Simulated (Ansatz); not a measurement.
C₂H₃FN₂, SMILES `NC1(F)C=N1`. Total charge 0; spin multiplicity 1.

```xyz
8

N     0.908   -0.475   -0.736
C    -0.053   -0.267    0.268
F    -0.038   -1.323    1.122
C    -0.556    0.979    0.711
N    -1.387    0.307    0.030
H     0.845    0.230   -1.456
H     0.797   -1.393   -1.151
H    -0.516    1.941    1.213
```

Question: What are the harmonic wavenumbers in cm⁻¹ at PBE0-D4/def2-TZVP (Ansatz, finite differences of forces, unscaled)? (An estimate is asked.)

Answer: Ansatz gave: 183, 416, 432, 489, 521, 763, 833, 837, 879, 1051, 1155, 1294, 1509, 1641, 1713, 3196, 3541, 3643.

Question: Is this a minimum?

Answer: Yes, all 18 modes are real.

Question: Give the ideal-gas thermochemistry at 298.15 K and 1 bar (rigid rotor, harmonic oscillator; point group C1, symmetry number 1).

Answer: Zero-point energy 144.1 kJ/mol; H(298) − E = 159.2 kJ/mol; entropy 292.5 J/(mol·K), of which translation 162.5, rotation 103.7, vibration 26.3; G(298) − E = 72.0 kJ/mol.
